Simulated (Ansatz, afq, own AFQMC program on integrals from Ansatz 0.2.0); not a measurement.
# B₂H (doublet): quantum Monte Carlo beside coupled cluster at distance B1–B2 = 3.268 Å, 6-31G

An exercise on one series of results from a longer session: the logs are not shown, and one member is left open.

Method: 6-31G, frozen cores; program: Ansatz 0.2.0, Gaussian basis, and an in-house AFQMC program (afq) on its integrals; all values are calculated.

To be run: Full CI; PBE (unrestricted); r2SCAN (unrestricted); PBE0 (unrestricted); B3LYP (unrestricted); wB97M-V (unrestricted); CCSD(T) on UHF; B2PLYP (unrestricted); Full CI; Full CI (quartet); CCSDT(Q) on UHF; CCSDTQ on UHF; Phaseless AFQMC, CISD trial on UHF; CCSD(T) on ROHF; Full CI; CCSDT(Q) on ROHF; CCSDTQ on ROHF; Phaseless AFQMC, CISD trial on ROHF.

3 further runs of the same task are left out: 3 that didn't finish.

### The system

The geometry derives from a PBE0/def2-TZVP stationary point (not a proven minimum). One bond is set to the value named and the two fragments are kept rigid.

3 atoms, charge 0, spin multiplicity 2.

Atoms are counted from 1 here; the program's logs count them from 0.

Bond lengths: B1–H3 1.177 Å.

Geometry (Å):

```xyz
3

B     0.0000    0.0000    0.6969
B     0.0000    0.0000   -2.5711
H     0.0000    0.0000    1.8743
```

Set-up of the first run:

Contents of in.yaml:

```yaml
crystal:
  periodic: [false, false, false]
  atoms:
    - {symbol: B, position_ang: [0.000000, 0.000000, 0.696852]}
    - {symbol: B, position_ang: [0.000000, 0.000000, -2.571148]}
    - {symbol: H, position_ang: [0.000000, 0.000000, 1.874296]}
basis:
  gaussian: {orbitals: 6-31G}
magnetization: {spin_polarized: false, initial_magnetization: 1}
correlation: {method: fci, electrons: outside_noble_gas}
```

Launch:

```
$ ansatz run in.yaml --threads 1 --pin off --events-out ev --progress --plain --max-ram 16896MiB --backend cuda --devices 0, --max-vram 18GiB
```

Steps of the session up to this table: Full CI; PBE (unrestricted); r2SCAN (unrestricted); PBE0 (unrestricted); B3LYP (unrestricted); wB97M-V (unrestricted); CCSD(T) on UHF; B2PLYP (unrestricted); Full CI (quartet); CCSDT(Q) on UHF; CCSDTQ on UHF; Phaseless AFQMC, CISD trial on UHF; CCSD(T) on ROHF; CCSDT(Q) on ROHF; CCSDTQ on ROHF; Phaseless AFQMC, CISD trial on ROHF.

One of the session's tables, all rows but one given; the rest of the session is left out.

It belongs to the step «AFQMC on the ladder». On the ROHF determinant, counted from full CI (exact for this spin and basis):

```
                                                level  from full CI (kJ/mol)
                                                   HF                      ?
                                                  MP2                 +114.5
                                                 CCSD                   +6.1
                                              CCSD(T)                   +2.4
                                             CCSDT(Q)                   +0.1
                                               CCSDTQ                    0.0
                                              full CI                    0.0
Phaseless AFQMC, CISD trial, step 0.005, 4000 walkers                   +2.3
```

Estimate the missing values for HF.

As computed: from full CI (kJ/mol): +276.0. In the column «from full CI (kJ/mol)» it is the highest.
